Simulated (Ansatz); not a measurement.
## How close CCSD(T) comes to the exact answer in a basis

Each species is computed at the geometry given (Å), with frozen cores, in Ansatz 0.2.0: RHF-CCSD(T) for singlets, UHF-CCSD(T) otherwise, and full CI in the same basis. The program picks the determinant by trial CCSD, so it needn't be the lowest Hartree–Fock solution. States: BO doublet Σ⁺ or Δ, H2Se singlet A1, HSiBe quartet A'', CN doublet Σ⁺ or Δ, LiC⁺ triplet Π. Cases whose determinant has another symmetry than full CI's state, or whose (Q) step broke down, weren't drawn. No relativity is included.

Judging by size, spin and bonding and the diagnostics given, rank them by the size of CCSD(T)'s error in total energy against full CI in the same basis, smallest first (an estimate).
A. H$_{2}$Se, singlet, 6-31G: Se 0.000 -0.026 0.000; H 0.000 1.001 -1.048; H 0.000 1.001 1.048. T1 0.007, (T) -20 meV in a correlation energy of -2.03 eV
B. LiC⁺, triplet, aug-cc-pVTZ: C 0.000 0.000 0.000; Li 0.000 0.000 2.280. T1 0.013, (T) -58 meV in a correlation energy of -2.42 eV
C. BO, doublet, 6-31G: B 0.000 0.000 0.000; O 0.000 0.000 1.201. T1 0.035, (T) -173 meV in a correlation energy of -4.91 eV
D. HSiBe, quartet, 6-31G: Si -0.434 0.000 0.261; Be 1.265 0.000 -0.938; H 0.783 0.000 1.119. T1 0.025, (T) -47 meV in a correlation energy of -1.72 eV
E. CN, doublet, 6-31G: N 0.000 0.000 0.000; C 0.000 0.000 1.339. T1 0.134, (T) -215 meV in a correlation energy of -5.34 eV

A (5.1 meV), B (12.3 meV), D (22.4 meV), C (46.0 meV), E (201.8 meV).

| species | basis | correlated electrons | CCSD(T) − full CI (meV) | CCSDT(Q) − full CI (meV) | unpaired electrons (full CI) | T1 | ⟨S²⟩ of the determinant |
| --- | --- | --- | --- | --- | --- | --- | --- |
| H2Se, singlet | 6-31G | 8 | 5.1 | 0.2 | 0.02 | 0.007 | 0.00 |
| LiC⁺, triplet | aug-cc-pVTZ | 4 | 12.3 | -2.3 | 2.03 | 0.013 | 2.01 |
| HSiBe, quartet | 6-31G | 7 | 22.4 | 0.0 | 3.03 | 0.025 | 3.76 |
| BO, doublet | 6-31G | 9 | 46.0 | -7.3 | 1.07 | 0.035 | 0.84 |
| CN, doublet | 6-31G | 9 | 201.8* | 30.6 | 1.28 | 0.134 | 1.88 |

Unpaired electrons are Σ n²(2−n)² over natural occupations; an open shell counts its own unpaired electrons too. Frozen cores follow each run's orbitals, which moves totals by a few meV. An asterisk marks runs whose energy the program itself flagged as in doubt.
